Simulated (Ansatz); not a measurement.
Zinc-blende MgS (metastable phase) was calculated with Hartree–Fock (plane waves, PAW; Ansatz, a program for electronic structure).

Numerical settings: plane-wave cutoff 460 eV, 8×8×8 k mesh, Fermi–Dirac smearing 0.01 eV, scalar-relativistic PAW data made under PBE.

The cell has the measured lattice parameters. Conventional cell: a = 5.6220 Å, b = 5.6220 Å, c = 5.6220 Å, α = 90.00°, β = 90.00°, γ = 90.00°.

```
CELL_PARAMETERS angstrom
      0.00000    -2.81100     2.81100
      2.81100    -2.81100     0.00000
      2.81100     0.00000     2.81100
ATOMIC_POSITIONS crystal
  Mg 0.00000 0.00000 0.00000
  S  0.25000 0.25000 0.25000
```

List the 5 lowest band energies at Γ above −25 eV (eV, relative to the valence band maximum), grouping those that round alike.

At Γ: -15.96, 0.00 (×3), 11.17.

Note: the run warned that its exchange threshold was loose for the stress; cell and atoms aren't relaxed at this level (pressure 4.0 GPa).
